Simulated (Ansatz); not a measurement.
Mulliken charges of CH radical from r2SCAN/def2-TZVPP in Ansatz (PBE0-D4/def2-TZVP geometry).

```csv
atom,x (Å),y (Å),z (Å),charge (e)
C1,0.000,0.000,0.161,-0.088
H2,0.000,0.000,-0.961,0.088
```

**Question.** By hand: the dipole of these point charges (1 e Å = 4.8032 D).

**Answer.** Σ q r = (0.000, 0.000, -0.099) e Å, of length 0.099 e Å = 0.48 D.

**Question.** How does the dipole of the full density compare? (Estimate.)

**Answer.** Ansatz gave: (-0.020, 0.000, -0.278) e Å, 1.34 D; the point charges give 0.36 times that, at 4° from its direction.

Point charges leave out the atoms' own dipoles, such as those of lone pairs, and Mulliken's split depends on the basis, so the two needn't agree.
